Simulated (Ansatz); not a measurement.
Reaction (SMILES): N#N (N2) → N2+ (doublet, bonded as N#N) + e-
B3LYP-D3(BJ)/def2-TZVP geometries, fixed; electronic energies without zero-point terms.
Largest species:
```
N
N 1 1.0909
```
Charge 0, spin multiplicity 1.

Effect of the final integration grid (spheres per factor e of radius in core and valence, angular degree) at PBE0/aug-cc-pVTZ with Ansatz (an electronic-structure program), against the last row, where the adiabatic ionisation energy is 15.75 eV. Open shells are unrestricted. The default's grid is 13, 11, 36.

```
setting                     largest shift of a total energy (mEh)  shift of the adiabatic ionisation energy (eV)
--------------------------  -------------------------------------  ---------------------------------------------
accuracy: medium (default)                                  0.000                                          0.000
final_grid: 4, 3, 11                                       -0.027                                         -0.001
final_grid: 6, 5, 17                                       -0.038                                          0.000
final_grid: 8, 7, 23                                       -0.003                                          0.000
final_grid: 10, 9, 29                                      -0.001                                          0.000
final_grid: 18, 15, 47                                      0.000                                          0.000
final_grid: 26, 22, 59                                      0.000                                          0.000
```

Within 0.002 eV in the adiabatic ionisation energy: accuracy: medium (default); final_grid: 4, 3, 11; final_grid: 6, 5, 17; final_grid: 8, 7, 23; final_grid: 10, 9, 29; final_grid: 18, 15, 47. The largest shift is 0.038 mEh in a total energy and 0.001 eV in the difference.
